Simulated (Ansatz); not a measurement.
I need vertical and adiabatic energies of changing the electron count of C₂H₂O, SMILES C#CO. Use Ansatz 0.2.0, Python API. Use (for the species named): B3LYP, def2-SVP basis, multiplicity 1, D4 dispersion.

```yaml
atoms:
  - { symbol: C, position_ang: [-0.9958, -0.0098, -0.4125] }
  - { symbol: C, position_ang: [-0.0222, -0.0771, 0.1863] }
  - { symbol: O, position_ang: [1.0823, -0.1942, 0.8512] }
  - { symbol: H, position_ang: [-1.8855, 0.1399, -0.9638] }
  - { symbol: H, position_ang: [1.8711, 0.0676, 0.2973] }
```

The script, `c2h2o.py`:
```python
import itertools
import warnings

import ansatz as az
from ase.data import atomic_numbers, covalent_radii
import numpy as np

SETTINGS = {
    "basis_set": "def2-SVP",
    "xc": "b3lyp",
    "vdw": "d4",
    "charge": 1,
}

GEOMETRY = """
C    -0.99580   -0.00980   -0.41250
C    -0.02220   -0.07710    0.18630
O     1.08230   -0.19420    0.85120
H    -1.88550    0.13990   -0.96380
H     1.87110    0.06760    0.29730
"""

warnings.simplefilter("ignore", az.DeckWarning)

c2h2o = az.Crystal.molecule()
for line in GEOMETRY.strip().splitlines():
    symbol, *xyz = line.split()
    c2h2o = c2h2o.atom(symbol, [float(v) for v in xyz])

job = (
    c2h2o.calculation()
    .basis(gaussian=SETTINGS["basis_set"])
    .functional(SETTINGS["xc"], dispersion=SETTINGS["vdw"])
)
symbols = [site.symbol for site in c2h2o.cartesian_sites]
start = np.array([site.position_ang for site in c2h2o.cartesian_sites], dtype=float)
data = job.relax(force_tolerance=0.01).run(threads=1).report
end = np.array(data["positions_ang"])

minimum = az.Crystal.molecule()
for symbol, place in zip(symbols, end):
    minimum = minimum.atom(symbol, place.tolist())
ion = (
    minimum.calculation()
    .basis(gaussian=SETTINGS["basis_set"])
    .functional(SETTINGS["xc"], dispersion=SETTINGS["vdw"])
    .charge(SETTINGS["charge"])
    .spin("collinear", total=1)
)
vertical = ion.run(threads=1).report
settled = ion.relax(force_tolerance=0.01, max_steps=80).run(threads=1).report
print(f"vertical ionisation energy   {vertical['free_energy_ev'] - data['free_energy_ev']:.3f} eV")
print(f"adiabatic, no zero point     {settled['free_energy_ev'] - data['free_energy_ev']:.3f} eV")
print(f"relaxation energy of the ion {vertical['free_energy_ev'] - settled['free_energy_ev']:.3f} eV")
ionised = np.array(settled["positions_ang"])
radius = [covalent_radii[atomic_numbers[s]] for s in symbols]
span = lambda where, i, j: np.linalg.norm(where[i] - where[j])
bonded = [(i, j) for i, j in itertools.combinations(range(len(symbols)), 2) if min(span(end, i, j), span(ionised, i, j)) < 1.2 * (radius[i] + radius[j])]
print("pair        before    after (A)")
for i, j in bonded:
    print(f"{symbols[i]}{i}-{symbols[j]}{j}".ljust(10), f"{span(end, i, j):8.4f} {span(ionised, i, j):8.4f}")
```

```console
$ python c2h2o.py
vertical ionisation energy   9.943 eV
adiabatic, no zero point     9.719 eV
relaxation energy of the ion 0.225 eV
pair        before    after (A)
C0-C1        1.2100   1.2500
C0-H3        1.0717   1.0867
C1-O2        1.3071   1.2397
O2-H4        0.9698   0.9907
```

The energies are electronic: no zero-point or thermal terms, and the basis set is short of its limit. The product may relax into another structure. The relaxation finds the nearest minimum, so the adiabatic value is an upper bound. b3lyp holds the VWN-RPA fit, as in Gaussian; the form of ORCA and Turbomole is b3lyp5. Hardware and time: 14 s on 1 thread of AMD EPYC 9R14 (Zen 4) (shared host), peak memory 0.2 GiB.

(Lines on the test bed's own set-up are left out of the output.)
